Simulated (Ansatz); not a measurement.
Two shapes of doublet NO2.

Shape 1:

```xyz
3

N     0.0000    0.0000   -0.2896
O     0.0000    1.0055    0.1267
O     0.0000   -1.0055    0.1267
```

Shape 2:

```xyz
3

N     0.0000    0.0000   -0.3400
O     0.0000    1.1804    0.1487
O     0.0000   -1.1804    0.1487
```

Basis set: cc-pVTZ (spherical functions). Left uncorrelated: 3 orbitals. Charge 0, multiplicity 2.

Computed with Ansatz (development build ahead of 0.2.0); each method stands on the lowest determinant of its kind that the runs found.

**Question.** Which shape is lower in energy, and by how much in each method?

**Answer.**

| method | E(2) − E(1) (eV) |
| --- | --- |
| UHF | 0.409 |
| UHF-MP2 | 0.566 |

Shape 1 is lower. Caution: the unrestricted determinant is spin contaminated.
